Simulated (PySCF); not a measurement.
## One molecule, many functionals

Species: C5H10O.
InChI=1S/C5H10O/c1-2-4-6-5-3-1/h1-5H2

Linear-response calculations in the def2-SVPD basis (PySCF; singlets by full response, triplets Tamm–Dancoff, core orbitals frozen in the response; HF means time-dependent Hartree–Fock). 'Strongest' is the level of largest summed f among the singlets computed (10 roots, of which the last may lack a degenerate partner); it can jump between rows when another state enters that window. S1 is the lowest singlet of each run and needn't be the same state throughout; f(S1) is that of one state. One conformer (not necessarily the lowest) at the PBE0-D3(BJ)/def2-SVP geometry, without solvent, vibrations or thermal averaging.

```csv
functional,kind,S1 (eV),f(S1),strongest (eV),T1 (eV),HOMO (eV),gap (eV),"ionisation energy, ΔSCF (eV)"
LDA,LDA,5.92,0.006,6.44,5.78,-5.83,5.84,9.15
PBE,GGA,5.85,0.005,6.41,5.71,-5.70,5.78,8.99
B3LYP,"global hybrid, 20% exact exchange",6.63,0.006,8.47,6.49,-7.00,7.47,9.33
PBE0,"global hybrid, 25% exact exchange",6.91,0.007,8.76,6.74,-7.22,7.99,9.30
BHandHLYP,"global hybrid, 50% exact exchange",7.69,0.009,9.54,7.51,-8.71,9.95,9.44
CAM-B3LYP,range-separated hybrid,7.21,0.008,9.05,7.04,-8.66,10.06,9.50
HF,Hartree–Fock,9.11,0.018,9.73,8.72,-11.02,13.76,not settled
```

S1 runs from 5.85 eV (PBE) to 9.11 eV (HF), a spread of 3.26 eV, while the orbital gap spreads over 8.0 eV. Along PBE (0%), B3LYP (20%), PBE0 (25%), BHandHLYP (50%), HF (100%) S1 rises with the share of exact exchange. −ε(HOMO) comes closest to its own ΔSCF ionisation energy with BHandHLYP (-0.73 eV) and misses most with LDA (-3.32 eV). 'Not settled' means that the ion's SCF failed to converge or may have ended in another state than the lowest.
